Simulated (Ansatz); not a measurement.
System (SMILES): [NH+]#[C-] (C-NH).
Atoms: C1, N2, H3. Bonds: C1-N2, N2-H3.

Basis-set convergence of the optimised N2-H3 bond length at HF with Ansatz (a first-principles code). Cartesian d functions, on some or all atoms, in 6-31G*; all else is spherical. The program fits the integrals of some runs and decomposes those of others, by size. Core-valence sets carry the plain set on hydrogen. No added dispersion term, no relativity. Reference: the value in aug-pcseg-3, 0.9814 Å, itself unsure by roughly 0.0002 Å (its mean distance from aug-cc-pVQZ, def2-QZVPPD, pcseg-3). Deviations are taken from unrounded values.

```tsv
basis	functions	optimised N2-H3 bond length (Å)	minus reference (Å)
3-21G	20	0.9831	0.0017
pcseg-0	20	0.9934	0.0120
def2-SV(P)	30	0.9885	0.0071
6-31G*	32	0.9852	0.0038
cc-pVDZ	33	0.9895	0.0081
def2-SVPD	48	0.9882	0.0067
aug-cc-pVDZ	55	0.9880	0.0066
6-311++G(2d,2p)	64	0.9817	0.0003
def2-TZVPP	76	0.9821	0.0007
def2-TZVPD	83	0.9829	0.0015
jun-cc-pV(T+d)Z	92	0.9822	0.0008
6-311++G(3df,3pd)	96	0.9825	0.0010
cc-pCVTZ	100	0.9818	0.0004
aug-cc-pVTZ	115	0.9822	0.0008
aug-pcseg-2	115	0.9818	0.0004
def2-QZVPP	144	0.9817	0.0003
def2-QZVPPD	159	0.9817	0.0003
aug-cc-pVQZ	206	0.9818	0.0004
```

The smallest set listed that lies within 0.003 Å of the reference with all its larger relatives (same family, alike in diffuse functions; a set with none counts only in the reference's own line) is 6-311++G(2d,2p) (64 functions, 0.0003 Å off). Inside the window by cancellation, since a larger relative falls out: 3-21G. Inside, with no larger relative to test it: cc-pCVTZ. (Relatives not listed, tested too: 6-31G** 0.0022, 6-311G** 0.0030, def2-TZVPPD 0.0007, def2-QZVP 0.0003, aug-pcseg-3 0.0000 Å.)
